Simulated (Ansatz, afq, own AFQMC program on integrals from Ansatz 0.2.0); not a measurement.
# Where AFQMC and coupled cluster stand for CH5Si, doublet

```
atom    x (Å)    y (Å)    z (Å)
  Si   0.0000   0.0021   0.6743
   C   0.0000  -0.0027  -1.5247
   H   0.0000   1.3974   1.1851
   H  -1.1990  -0.7046   1.2072
   H   1.1990  -0.7046   1.2072
   H   0.0000   0.9070  -2.1156
   H   0.0000  -0.9215  -2.1031
```

Basis 6-31G. Noble-gas cores (and the filled d shells of Ga–Kr and In–Xe) are frozen. Ansatz 0.2.0 and our own AFQMC program on the same integrals; the CISD trial comes from CCSD amplitudes, and released means the phaseless constraint is let go. Error bars are statistical, one sigma.

Determinant: UHF, the one that the program's search chose, which needn't be the lowest solution. The geometry is a point of a scan.

No full CI on the walks' own integrals is used here; CCSDT(Q) serves as the reference and is uncertain by about the last step of the cluster series.

* T1 diagnostic: 0.0129
* weight of the determinant in the CISD state: 0.898
* ⟨S²⟩ of the determinant: 0.782
* size of the correlated space: 13 electrons in 26 orbitals

```csv
level,correlation energy (eV)
MP2,-3.5270
CCSD,-4.5178
CCSD(T),-4.5964
```

Q: Estimate where AFQMC with the constraint released lies against CCSD(T) on the same integrals.

A: 2.3 ± 0.9 kJ/mol below CCSD(T).

Reference: CCSDT(Q), correlation energy -4.621 eV. The released energy is read at 2.40 1/Eh (meV from the phaseless value at times in 1/Eh: 0 ± 9 at 0.24, -4 ± 8 at 0.51, -4 ± 8 at 0.99, -4 ± 8 at 1.62, -1 ± 9 at 2.40).

```csv
level,E − E(reference) (kJ/mol),share of correlation (%)
CCSD(T),2.4,99.46
CCSDT,0.5,99.89
ph-AFQMC/CISD,0.3 ± 0.9,99.94
released AFQMC,0.2 ± 0.9,99.96
```

A walk keeps the symmetry of its determinant, which the program's search chose and which needn't be the lowest solution, so a lower state of the same spin and another symmetry isn't excluded. Released energies are given only where the last usable release times agree within the noise; a slower fall can still hide under it.
